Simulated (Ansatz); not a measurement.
O$_{2}$, singlet in 6-31G: errors against full CI

Geometry: a PBE0/def2-TZVP stationary point for this spin. The triplet lies 1.2 eV lower here.

```tsv
atom	x (Å)	y (Å)	z (Å)
O	0.0000	0.0000	0.0000
O	0.0000	0.0000	1.1930
```

Basis 6-31G; Ansatz 0.2.0. Only valence electrons are correlated (noble-gas cores frozen), which leaves 12 electrons in 16 orbitals. R marks a restricted (for open shells ROHF) determinant, U an unrestricted one. Active spaces: valence = (12e, 8o) chosen from the atoms' valence shells.

Full CI is exact within this basis and frozen core; it isn't the basis-set limit. The frozen core follows each run's orbitals, which can shift R against U totals by a few meV.

The determinant fills πx and πy unequally, so it is a mixture of Σ and Δ, which weighs on every level built on one determinant.

- UHF ⟨S²⟩: 1.012
- ⟨S²⟩ of the determinant under UCCSD: 1.015
- T1 diagnostic (RCCSD): 0.0129
- largest doubles amplitude (RCCSD): 0.195

```tsv
level	E − E(full CI) (mEh)	share of correlation (%)	wall time
RHF	279.29	0.00	–
UHF†	225.14	–	0.73 s
RMP2	13.43	95.19	–
UMP2†	-17.70	–	–
CISD	37.15	86.70	0.77 s
RCCSD	18.64	93.33	–
UCCSD*†	-16.99	–	–
RCCSD(T)	9.74	96.51	0.27 s
UCCSD(T)*†	-27.02	–	0.88 s
BCCD(T)	9.91	96.45	0.3 s
RCCSDT*	4.86	98.26	–
UCCSDT*†	-38.41	–	–
CISDTQ	4.45	98.41	4.2 s
RCCSDT(Q)*	-1.24	100.45	1 s
UCCSDT(Q)*†	-44.34	–	4.7 s
RCCSDTQ*	0.44	99.84	12 s
UCCSDTQ*†	-42.26	–	66 s
CASSCF (valence space)	137.47	50.78	–
NEVPT2 (valence space)	25.87	90.74	0.3 s
MRCISD (valence space)	6.98	97.50	–
MRCISD+Q (valence space)	1.88	99.33	1.6 s
```

An asterisk marks runs whose energy the program itself flagged as in doubt. A dagger marks rows that describe another state than the reference (another or a broken symmetry, a higher spin or other natural occupations), so the difference holds a gap between states beside the method's error.

The correlation energy at full CI, counted from RHF, is -7.600 eV. That run took 1.9 min on 1 thread of Arm Neoverse V1, shared host over 8,019,904 determinants.

Times hold each run's SCF and search for its determinant on a shared host, so for small cases they say little of a method's own cost; they ran on 1 thread of Arm Neoverse V1. Some runs computed forces too.

More than 5 meV below full CI, which no variational method can be: RCCSDT(Q).

Unrestricted levels hold only the spin's projection, and here they fall towards a lower state of higher spin.

The full-CI state has the irrep Ag of D2h, in the program's axes (one component, if the state is degenerate).

Natural occupations of full CI about the gap: 1.953 1.936 1.936 1.042 1.042 0.045 0.013 0.013 0.011 0.009; effectively unpaired electrons, Σ n²(2−n)², 2.04. No single determinant describes this state well, so single-reference rows can miss without a flag.
